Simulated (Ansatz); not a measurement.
## SiH2 (SMILES [H][Si][H]): methods side by side

SiH2 has 3 atoms, charge 0, and is taken as a singlet. As SMILES, `[H][Si][H]`. Geometry: relaxed at GFN2-xTB.

```xyz
3

Si    0.0052   -0.0082   -0.6557
H     1.1102   -0.0200    0.3374
H    -1.1155    0.0282    0.3183
```

Quantity: the energy change with the Si1–H3 bond stretched from 1.485 to 1.856 Å, in eV. The values are calculated.

| level | kind | program | value (eV) | less CCSDT/cc-pVDZ |
| --- | --- | --- | --- | --- |
| HF/cc-pVDZ (restricted) | Hartree–Fock | Ansatz | 0.58 | +0.09 |
| SVWN5/cc-pVDZ (restricted) | LDA | Ansatz | 0.38 | -0.11 |
| r2SCAN/cc-pVDZ (restricted) | meta-GGA | Ansatz | 0.47 | -0.02 |
| BHLYP/cc-pVDZ (restricted) | global hybrid | Ansatz | 0.54 | +0.05 |
| HSE06/cc-pVDZ (restricted) | range-separated hybrid | Ansatz | 0.47 | -0.02 |
| B2PLYP/cc-pVDZ (restricted) | double hybrid | Ansatz | 0.50 | +0.01 |
| MP2/cc-pVDZ (restricted) | perturbation theory | Ansatz | 0.56 | +0.07 |
| CCSDT(Q)/cc-pVDZ (restricted) | coupled cluster or CI | Ansatz | 0.49 | 0.00 |
| CCSDT/cc-pVDZ (restricted) | coupled cluster or CI | Ansatz | 0.49 | 0.00 |
| FCI/3-21G | exact in the basis | Ansatz | 0.31 | -0.18 |

Differences are taken from CCSDT/cc-pVDZ (restricted) for orientation; it has basis-set and higher-order errors of its own. The first shape isn't each level's own minimum. The values span 0.31 to 0.58 eV. High-level rows in very small sets aren't better than simpler rows in larger ones.
